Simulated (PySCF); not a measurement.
## NH₄⁺: from structure and modes to constants

Level of theory: PBE0/[N def2-TZVP, H def2-TZVP], no relativity, density fitting, PySCF.

The singlet minimum has Td symmetry. Masses (u): N 14.00307, H 1.00782.

```xyz
5
charge 1 multiplicity 1, angstrom
N     0.0000    0.0000    0.0000
H     0.0000    0.8357   -0.5910
H     0.0000   -0.8357   -0.5910
H     0.8357    0.0000    0.5910
H    -0.8357    0.0000    0.5910
```

Harmonic wavenumbers (cm⁻¹): 1481.3 (t2, ×3), 1722.5 (e, ×2), 3398.0 (a1, ×1), 3508.0 (t2, ×3).

Task: Find the principal moments of inertia and the rotational constants. What kind of rotor is it?

Result: About the centre of mass I = 2.8157, 2.8157, 2.8157 u Å². With B = 16.8576/I this gives 5.987, 5.987, 5.987 cm⁻¹. The molecule is a spherical top.

Task: Find the vibrational entropy and heat capacity at 298.15 K.

Result: With u = 1.43878 ω/T, each mode gives S = R[u/(eᵘ−1) − ln(1−e⁻ᵘ)] and C = R u² eᵘ/(eᵘ−1)².
```csv
ω (cm⁻¹),u,S (J/(mol K)),C (J/(mol K))
1481.3 (×3),7.148,0.05,0.33
1722.5 (×2),8.312,0.02,0.14
3398.0,16.398,0.00,0.00
3508.0 (×3),16.929,0.00,0.00
```
The sums over all modes are S = 0.2 and C = 1.3 J/(mol K); the softest mode gives 27 % of the entropy (each member, where degenerate).

Task: Give the standard entropy (298.15 K, 1 bar) by its translational, rotational, vibrational and spin parts, and Cp.

Result: Sackur–Tetrode with M = 18.03 u gives 144.9; rotation with symmetry number 12 gives 40.8; vibration 0.2; spin R ln 1 = 0.0. The total is 185.9 J/(mol K), and Cp = 4 R + 1.3 = 34.5 J/(mol K).

Other isomers or separated fragments may lie lower.
